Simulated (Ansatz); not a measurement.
Reaction: C2H5O (SMILES [CH2]OC, doublet) → C2H5O (SMILES [CH2]CO, doublet)
Each species at its own B3LYP-D3(BJ)/def2-TZVP minimum (Ansatz, a first-principles code), one conformer.

Total energies in hartree (Ansatz). Open shells are spin-unrestricted; no spin-orbit coupling. Cores are frozen in correlated methods. No relativity.

| species | HF/cc-pVTZ | CCSD(T)/cc-pVTZ | HF/cc-pVQZ | CCSD(T)/cc-pVQZ | CCSD(T)/cc-pVDZ | CCSDT(Q)/cc-pVDZ |
|---|---|---|---|---|---|---|
| 1: C2H5O (SMILES [CH2]OC, doublet) | -153.49890 | -154.11356 | -153.51043 | -154.16123 | -153.94833 | -153.95008 |
| 2: C2H5O (SMILES [CH2]CO, doublet) | -153.50816 | -154.12077 | -153.51994 | -154.16940 | -153.95376 | -153.95544 |

Problem. Work out the isomerisation energy (electronic) in kcal/mol: take Hartree-Fock from cc-pVQZ, extrapolate the CCSD(T) correlation energy as X^-3 (X = 3, 4), and add CCSDT(Q) - CCSD(T) in cc-pVDZ. 1 hartree = 627.51 kcal/mol.

Solution. 
Species 1: correlation (64·(-0.65080) - 27·(-0.61466))/37 = -0.67717; step -0.00175; E1 = -153.51043 + (-0.67717) + (-0.00175) = -154.18935
Species 2: correlation (64·(-0.64946) - 27·(-0.61261))/37 = -0.67635; step -0.00168; E2 = -153.51994 + (-0.67635) + (-0.00168) = -154.19797
-1·E1 +1·E2 = -0.00862 hartree = -5.4 kcal/mol.
